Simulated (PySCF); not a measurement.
**Broadened absorption spectrum of C2H3F**

C2H3F.
SMILES: `FC=C`

The calculation used PySCF 2.14.0, density-fitted response routines, TDDFT CAM-B3LYP/def2-SVPD, vertical, gas phase, core orbitals frozen in the response. Isolated species at its PBE0-D3(BJ)/def2-SVP geometry, gas phase.

Broadening: Gaussians 0.4 eV wide at half height, area fixed by f = 4.319×10⁻⁹ ∫ε dν̃. The width is an assumption, not a result. The curve ends short of the highest state used, and states not computed would add to its high-energy end.

```csv
λ (nm),ε (L mol⁻¹ cm⁻¹)
142.9,153
144.6,82
146.4,58
148.1,116
149.8,275
151.5,598
153.2,1370
154.9,3348
156.6,7485
158.3,13729
160.0,20036
161.8,23432
163.5,22019
165.2,17353
166.9,11873
168.6,7317
170.3,4177
172.0,2227
173.7,1097
175.4,492
177.2,186
178.9,66
180.6,21
182.3,6
```

Question: Locate the maxima and give the states behind the curve.

Answer: 162 nm (7.65 eV), ε about 24000, made up of S2 (95%) (ε in L mol⁻¹ cm⁻¹; maxima over ε = 5, shares over 10%). At its high-energy end, 8.67 eV, the curve is still rising (ε about 150, from S4 and S5). The states used: S1 7.40 eV (f 0.044); S2 7.66 eV (f 0.334); S3 8.07 eV (f 0.0075); S4 8.81 eV (f 0.0026); S5 8.91 eV (f 0.0009); S6 9.27 eV (f 0.0018).

Question: What would ε be at 7.65 eV, the highest of these maxima, with half the width (0.2 eV)?

Answer: About 44800 L mol⁻¹ cm⁻¹ against 23500, a factor of about 1.9; a lone state at its own centre would give exactly 2.

Question: Does any computed singlet lie in the visible range?

Answer: No computed singlet lies in the visible range (380 to 750 nm); the lowest, at 168 nm, stands 4.14 eV above its violet end (3.26 eV).

Question: Coming from long wavelengths, where does ε first pass 100 L mol⁻¹ cm⁻¹?

Answer: At about 178 nm (6.96 eV), 0.45 eV below S1.
